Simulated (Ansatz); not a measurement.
A nudged elastic band was laid between two geometries of CH6AlN (9 atoms, charge 0, multiplicity 1).

These are results of Ansatz, RKS PBE0-D4/def2-TZVP, not measurements.

* movable images: 7
* climbing image: yes
* spring: 5.0 eV/Å²
* optimiser: quadratic models (default)
* start path: through a guess of the saddle point
* force threshold: 0.05 eV/Å
* iteration limit: 60
* end points: relaxed

First end point:

```xyz
9
Properties=species:S:1:pos:R:3
Al 0.454 -0.111 -0.074
N 0.781 0.137 1.649
H 0.083 0.321 2.351
H 1.695 0.104 2.070
H 1.714 -0.391 -0.999
C -1.376 -0.024 -0.740
H -1.691 -0.993 -1.140
H -2.093 0.262 0.035
H -1.466 0.694 -1.560
```

Last end point:

```xyz
9
Properties=species:S:1:pos:R:3
Al 0.511 0.659 -1.056
N 1.008 -0.017 1.019
H 0.468 0.518 1.695
H 0.760 -0.994 1.145
H 1.990 0.094 1.244
C -1.370 0.032 -0.675
H -1.409 -1.042 -0.439
H -1.815 0.560 0.182
H -2.044 0.190 -1.524
```

What changes between the two ends?

Bonds broken: Al1–H5. Bonds formed: N2–H5.

Give the energies along the band, and the barrier.

It converged. The highest image is number 2 of 0 to 8, 3.00 eV above the first end and 1.49 eV above the last; the last end lies 1.51 eV above the first. The profile has 2 maxima (images 2, 5) with wells between them (image 3): this band takes more than one step, which may be the mechanism or a detour left from its start path. Neighbouring images differ by up to 2.5 eV, so the band resolves the path poorly. A vibrational analysis at the climbing image gives one clearly imaginary mode, 1450i cm⁻¹: a first-order saddle point. The orbitals stay closed-shell, which can raise the energy where a bond breaks towards radicals; this wasn't checked here.

| image | path coordinate (Å) | energy (eV) | Al1–H5 (Å) | N2–H5 (Å) |
| --- | --- | --- | --- | --- |
| 0 | 0.00 | 0.00 | 1.59 | 2.86 |
| 1 | 1.11 | 0.51 | 1.57 | 2.46 |
| 2 | 2.23 | 3.00 | 1.71 | 1.45 |
| 3 | 3.35 | 1.52 | 2.68 | 1.02 |
| 4 | 4.48 | 1.70 | 2.80 | 1.01 |
| 5 | 5.61 | 2.03 | 2.92 | 1.01 |
| 6 | 6.73 | 1.87 | 2.85 | 1.01 |
| 7 | 7.86 | 1.51 | 2.77 | 1.01 |
| 8 | 8.98 | 1.51 | 2.79 | 1.01 |

What is the geometry of the highest image?


```xyz
9
Properties=species:S:1:pos:R:3
Al 0.464 0.405 -0.497
N 0.872 0.031 1.329
H 0.361 -0.485 2.050
H 1.637 0.536 1.761
H 1.719 -0.471 0.271
C -1.450 0.061 -0.797
H -1.640 -1.016 -0.703
H -2.056 0.570 -0.040
H -1.808 0.369 -1.783
```

Time of the run: 4.2 min on 4 threads of Intel(R) Xeon(R) Platinum 8259CL CPU @ 2.50GHz (Skylake/Cascade Lake) (shared host), peak memory 0.3 GiB.
